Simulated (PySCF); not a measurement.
# Spin states of S2

Unrestricted PBE0; PySCF, no relativity, basis sets S 6-311G(d,p). Outer shells of the fragments: S 3s2 3p4; S 3s2 3p4.

Followed along the bond (rough minima from three points):

```csv
2Ms+1,unpaired,⟨S²⟩ at the start,R at minimum (Å),Te (eV)
3,π ↑↑,2.01,1.91,0.00
1,π ↑↓,1.01,1.91,0.24
1,none,0.00,1.91,1.06
5,"σ ↑, π ↑↑↑",6.00,none in the scan,≤ 4.69
```

Solutions found at the starting distance of 1.970 Å, counted from the lowest of them; the search is not exhaustive and high or unbound solutions are not listed, so other states can lie among these:

```
2Ms+1    unpaired   term  E (eV)  ⟨S²⟩  ⟨Lz²⟩
    3        π ↑↑    ³Σ⁻    0.00  2.01   0.00
    1        π ↑↓  mixed    0.24  1.01   2.01
    1        none  mixed    1.06  0.00   2.00
    3        π ↑↑  mixed    2.92  2.01   2.01
    3    σ ↑, π ↑     ³Π    4.48  2.01   1.00
    3    σ ↑, π ↑     ³Π    4.52  2.00   1.00
    1    σ ↓, π ↑  mixed    4.79  1.00   1.00
    1    σ ↓, π ↑  mixed    4.82  1.01   1.00
    5  σ ↑, π ↑↑↑     ⁵Π    5.82  6.00   1.00
    3  σ ↑, π ↑↑↓  mixed    6.52  3.01   3.02
    5  σ ↑↑, π ↑↑    ⁵Σ⁻    6.98  6.01   0.00
    1  σ ↓↓, π ↑↑  mixed    8.23  2.01   0.00
    5  σ ↑↑, π ↑↑  mixed    9.83  6.01   2.01
```

A term symbol is given only where ⟨S²⟩ and ⟨Lz²⟩ are close to those of a pure state; real π, δ and φ orbitals otherwise mix terms, and g/u labels are left off.

The measured ground state is X ³Σg- (Huber and Herzberg, Constants of Diatomic Molecules (1979)).

Counting both spins, an empty level lies below a filled one in some of these solutions, because spin and occupation are held.
